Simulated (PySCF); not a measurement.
**A basis-limit estimate, worked out**

An elementary step of CH$_{6}$AlN, closed shell (CH₆AlN ([CH3][AlH][NH2]) → AlNH₂ ([NH][AlH]) + CH₄; bonds formed: C2–H4; bonds broken: Al1–C2, N3–H4). “Start” is the structure reached by relaxing down from the saddle towards the reactants; PBE0-D4/def2-TZVP structures. The saddle:

```
atom    x (Å)    y (Å)    z (Å)
 Al1  -0.9558   0.0297  -0.6853
  C2   0.4631   0.4280   0.9056
  N3   0.1234  -1.0916  -1.3264
  H4   0.6303  -0.4155  -0.0641
  H5  -2.2407   0.9272  -0.4896
  H6   1.4426   0.1471   1.3014
  H7   0.5103   1.5056   0.7175
  H8  -0.2552   0.2235   1.7068
  H9   0.2820  -1.7542  -2.0658
```

PySCF 2.14 with density fitting (its default auxiliary sets; JK sets also for MP2 and CCSD(T)); basis: def2-TZVPP and def2-QZVPP; cores frozen in the correlated methods.

Energies in eV:

| quantity | saddle | start |
| --- | --- | --- |
| Hartree–Fock, triple zeta (X = 3) | -9188.47289 | -9192.48039 |
| Hartree–Fock, quadruple zeta (X = 4) | -9188.82055 | -9192.81781 |
| MP2 correlation, X = 3 | -13.92723 | -13.09140 |
| MP2 correlation, X = 4 | -14.80858 | -13.95297 |
| CCSD(T) correlation, X = 3 | -15.28894 | -14.55219 |

Problem. Work out the barrier at the basis limit: extrapolate Hartree–Fock as E(X) = E∞ + A exp(−7.88 √X) and the MP2 correlation as E(X) = E∞ + B X^−2.97 (the exponents that Neese and Valeev fitted for def2-TZVPP and QZVPP), then add CCSD(T) − MP2 in triple zeta.

Solution. Each step is linear, so take the differences first (saddle − start): Hartree–Fock 4.00750 (X = 3) and 3.99726 (X = 4); MP2 correlation -0.83583 and -0.85561; CCSD(T) correlation -0.73675.
Two points give E∞ = E(4) + w [E(4) − E(3)], with w = 1/(exp(7.88 (2 − √3)) − 1) = 0.1377 for Hartree–Fock and w = 1/((4/3)^2.97 − 1) = 0.7407 for the correlation.
Hartree–Fock: 3.99726 + 0.1377 × (-0.01024) = 3.9958 eV.
MP2 correlation: -0.85561 + 0.7407 × (-0.01978) = -0.8703 eV.
CCSD(T) − MP2: -0.73675 − (-0.83583) = 0.0991 eV.
Sum: 3.9958 + (-0.8703) + 0.0991 = 3.2246 eV, or 74.36 kcal/mol. Plain CCSD(T) in triple zeta gives 3.2708 eV, so the larger basis shifts the result by -0.0462 eV.

The T1 diagnostic stays at or below 0.023.

Labels in which every atom is bracketed show which atoms are joined, not bond orders.

For scale, one of the runs: CCSD(T)/def2-TZVPP, 188 basis functions, launched by `OMP_NUM_THREADS=4 python run.py`. The run took 4.7 min on 4 CPU threads of an Arm Neoverse V1 (shared host), with 1.6 GiB of host memory at its peak.
